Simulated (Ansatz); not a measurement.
# AsF⁺, doublet: reading a ladder of total energies

Geometry: that of the AsF, singlet, kept fixed.

```xyz
2

F     0.0000    0.0000    0.0000
As    0.0000    0.0000    1.7370
```

Basis cc-pVDZ; Ansatz 0.2.0. Correlated methods freeze the noble-gas cores and the filled d shells of p-block atoms, which leaves 11 electrons in 26 orbitals. Prefix R: restricted or restricted open-shell reference; prefix U: unrestricted. No spin–orbit coupling is included, and no scalar relativity.

Full CI isn't at hand for all of this; UCCSDT(Q) serves as the reference, and is uncertain by about the last step of the cluster series.

Runs differ by some tens of microhartree through their thresholds and, for an open shell, their frozen cores, so steps under 0.03 kcal/mol mean nothing.

| level | total energy (hartree) |
| --- | --- |
| UHF | -2333.265437 |
| UMP2 | -2333.526858 |
| UCCSD | -2333.539303 |
| UCCSD(T) | -2333.547270 |
| UCCSDT | -2333.548138 |
| UCCSDT(Q) | -2333.549213 |

Q: What is the correlation energy at UCCSDT(Q), and what share of it do UMP2 and UCCSD recover?

A: E(corr) = -2333.549213 − (-2333.265437) = -0.283776 hartree = -7.722 eV. UMP2: -0.261421 / -0.283776 = 92.12 %. UCCSD: -0.273866 / -0.283776 = 96.51 %.

Q: By how many kcal/mol does UCCSD(T) miss UCCSDT(Q) (1 hartree = 627.509 kcal/mol), and which steps make up the rest?

A: -2333.547270 − (-2333.549213) = 0.001943 hartree = 1.22 kcal/mol. Steps: UCCSDT − UCCSD(T) = -0.54, UCCSDT(Q) − UCCSDT = -0.67 kcal/mol. Differences between like states or geometries often cancel part of this.
